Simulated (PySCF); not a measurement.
# The bond of AlO, level by level

One job finds the state of AlO, follows it along the bond with each method and fits the curves.

Program: PySCF 2.14.0. Level of theory: Al def2-TZVPPD, O def2-TZVPPD, no relativity. These are calculated values, not measurements.

## (1) Input

The job is set up so:

* atoms: Al, O
* charge: 0
* basis: Al def2-TZVPPD, O def2-TZVPPD
* Hamiltonian: no relativity
* basis functions: 88
* electrons treated: 21
* masses in u: 26.9815, 15.9949
* levels: PBE0, PBE, r²SCAN, revPBE, BLYP, M06, M06-L, PW91, ωB97M-V, HF, MP2, SCS-MP2, CCSD, CCSD(T)
* grid: 80 radial by 434 angular points
* occupations: held fixed by the projection of orbital angular momentum
* dissociation limit: Al + O, each in its ground configuration
* starting distance in angstrom: 1.795
* values of 2S to try: 1, 3

Command:

```sh
$ OMP_NUM_THREADS=2 python dia.py task.json out
```

The runs that follow: First curve: PBE0; Other states along the same grid; PBE (GGA); r²SCAN; revPBE; BLYP; M06 (hybrid meta-GGA); M06-L (meta-GGA); PW91; ωB97M-V (range-separated hybrid); ROHF (mean field); Adding correlation.

Before running it: what results should come out? Wanted: for each run, Re; ωe; De; μ.

As calculated:

Lowest PBE0 solution found, without spin–orbit coupling: ²Σ⁺ (doublet), unpaired electrons σ ↑. State 2 has its PBE0 minimum 0.54 eV higher. State 3 has its PBE0 minimum 3.26 eV higher. The other levels ran on the lowest alone.

```
  level  Re (Å)  ωe (cm⁻¹)  De (eV)  μ (D)
    PBE   1.634        956     5.70  -4.18
 revPBE   1.640        944     5.41  -4.18
   PW91   1.631        960     5.76  -4.21
   BLYP   1.640        936     5.61  -4.18
 r²SCAN   1.619        989     5.45  -4.35
  M06-L   1.624        948     5.29  -3.95
   PBE0   1.619        967     5.06  -4.37
    M06   1.615        953     5.17  -4.31
ωB97M-V   1.624        938     5.20  -4.53
```

De is counted to Al + O in their ground configurations. A positive dipole means Al(−)O(+). No constants: ROHF (the points don't follow one smooth fit); ROHF-MP2 (the points don't follow one smooth fit); ROHF-SCS-MP2 (the points don't follow one smooth fit); ROHF-CCSD (the points don't follow one smooth fit); ROHF-CCSD(T) (the points don't follow one smooth fit).

**Reading.** The methods spread over 0.025 Å in bond length, from M06 to BLYP. Of the levels with a De here, PBE0 gives the least (5.06 eV) and PW91 the most (5.76 eV).

Correlated steps freeze 6 core orbitals. T1 is 0.045 near the minimum (highest on the curve 0.115), which may point to more than one leading configuration.
